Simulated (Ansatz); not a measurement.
Relaxation of CH3LiN (6 atoms, charge 0, multiplicity 2), to a largest force component of 0.015 eV/Å in at most 40 steps.

Computed with UKS PBE-D4/6-31G* in Ansatz 0.2.0.

```xyz
6
Properties=species:S:1:pos:R:3:forces:R:3
Li -2.110 -0.494 -0.253 -0.70 -0.09 0.03
N -0.277 -0.579 0.061 0.73 0.78 0.22
C 0.530 0.475 0.210 -0.52 -0.90 -0.13
H 0.203 -1.281 -0.501 0.13 -0.39 -0.32
H 1.468 0.575 -0.321 0.58 0.01 -0.08
H 0.185 1.305 0.804 -0.22 0.59 0.29
```

Problem. Where does it end, and by what steps?

Solution. It converged. After 7 steps the energy has fallen by 0.141 eV; H5 moved furthest, 0.32 Å.

```csv
step,energy less start (eV),largest force component (eV/Å),accepted
0,0.0000,0.896,yes
1,-0.1004,0.761,yes
2,-0.1040,0.847,yes
3,-0.1382,0.282,yes
4,-0.1373,0.219,no
5,-0.1411,0.035,yes
6,-0.1411,0.034,no
7,-0.1412,0.004,yes
```

```xyz
6
Properties=species:S:1:pos:R:3
Li -2.232 -0.611 -0.053
N -0.286 -0.487 -0.127
C 0.543 0.488 0.180
H 0.212 -1.247 -0.614
H 1.615 0.472 -0.060
H 0.148 1.384 0.674
```

The run took 30 s on 1 thread of Arm Neoverse V2, on a shared host, peak memory 0.14 GiB.
